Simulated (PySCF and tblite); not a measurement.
The numbers below are computed, except where a source is named.
C₄H₆O₂, numbered as in [O:1]=[C:2]([OH:3])[CH:4]1[CH2:5][CH2:6]1. Conformers came from 90 starts (ETKDG and KDG, MMFF94s, GFN2-xTB); geometries are PBE0-D3(BJ)/def2-SVP. Energies: PBE0-D3(BJ)/def2-TZVP (IEF-PCM, chloroform), with GFN2-xTB thermal terms (modes under about 100 cm⁻¹ blended into free rotors). Symmetry numbers and mirror images are counted. Conformers within 3 kcal/mol (GFN2-xTB free energy) were kept, 8 at most. GIAO shieldings: WP04/pcSseg-1 (IEF-PCM, chloroform). Shifts are against TMS (¹H), TMS (¹³C) at the same level. Run with PySCF (density fitting) and tblite.

Torsions listed: O1–C2–O3–H3, O3–C2–C4–C5.

```tsv
conformer	shape	point group	mirror pair	ΔE(DFT)	Δ(G−E) at 400 K	δ C4 (ppm)
1	0°, 147°	Cs	no	0.00	0.00	16.2
2	0°, -37°	Cs	no	0.84	0.16	18.6
```

Energies in kcal/mol; the thermal term leaves out symmetry numbers and mirror images.

Q: Work out the weights at 400 K and the ¹³C shift of C4 under fast exchange.

A: RT = 0.795 kcal/mol. Each conformer gets RT ln(σ/g), with σ the rotational symmetry number and g = 2 for a mirror pair: 1: σ = 1, g = 1, G = 0.00 + 0.00 + 0.00 = 0.00, 0.00 above the lowest, exp(−ΔG/RT) = 1.000; 2: σ = 1, g = 1, G = 0.84 + 0.16 + 0.00 = 1.00, 1.00 above the lowest, exp(−ΔG/RT) = 0.285. The sum is 1.285, so the weights are 77.8, 22.2 %. The averaged shift is 16.8 ppm. At 298.15 K it is 16.6 ppm. At 298.15 K the leading conformer alone gives 16.2 ppm and bare DFT energies give 16.7 ppm.
